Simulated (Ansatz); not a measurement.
C3H5N can be A, `C=CN=C`, or B, `CC1=CN1`.

Program: Ansatz. Geometries: PBE0-D4/def2-TZVP. ΔE: electronic, gas phase. CCSD(T)/CBS is the MP2 limit (def2-TZVPP, def2-QZVPP) plus CCSD(T) − MP2 in def2-TZVPP, frozen cores. Functionals use def2-TZVPP. B3LYP here is the variant with VWN-RPA as its local correlation; programs differ in this. One conformer a species, not always the lowest.

A:

```xyz
9

C    -0.511    1.569    0.547
C     0.117    0.524    0.020
N    -0.417   -0.759    0.109
C     0.240   -1.705   -0.417
H    -0.094    2.565    0.477
H    -1.457    1.437    1.058
H     1.073    0.644   -0.498
H    -0.151   -2.719   -0.365
H     1.199   -1.555   -0.932
```

B:

Z-matrix (Å, degrees):
```
C
C 1 1.457
H 1 1.095 2 109.4
H 1 1.094 2 110.7 3 117.9
H 1 1.091 2 111.2 3 -120.9
C 2 1.272 1 158.5 3 116.6
N 2 1.498 1 135.6 3 -49.1
H 6 1.074 2 156.8 1 -3.4
H 7 1.025 2 107.9 1 -87.2
```

(1) Which is lower in electronic energy at CCSD(T)/CBS, and by how much? (An estimate is asked.)

(2) Give E(B) − E(A) in kJ/mol with PBE-D4, ωB97M-V, LDA (SPW92), B2PLYP, r2SCAN-D4, B3LYP, PBE0-D4. (Estimate.)

(3) Does the order hold for the free energy at 298.15 K (harmonic terms from PBE0-D4)? (An estimate is asked.)

Largest T1 diagnostic: 0.012.

## Answers

(1) The calculation gave: A, by 190.5 kJ/mol.

(2) The calculation gave: PBE-D4 181.5, ωB97M-V 186.4, LDA (SPW92) 173.9, B2PLYP 198.7, r2SCAN-D4 190.3, B3LYP 202.9, PBE0-D4 181.8. None reverses the order clearly.

(3) Ansatz gave: Yes: G(B) − G(A) = +187.8 kJ/mol, for one conformer each.

In def2-TZVPP, CCSD(T) changes the Hartree–Fock value by −28.5 kJ/mol (the triples alone add −1.1 kJ/mol) and MP2 by −40.3 kJ/mol. From BLYP to BHLYP (50 % exact exchange), in def2-TZVPP and without D4, E(B) − E(A) moves by +3.4 kJ/mol.
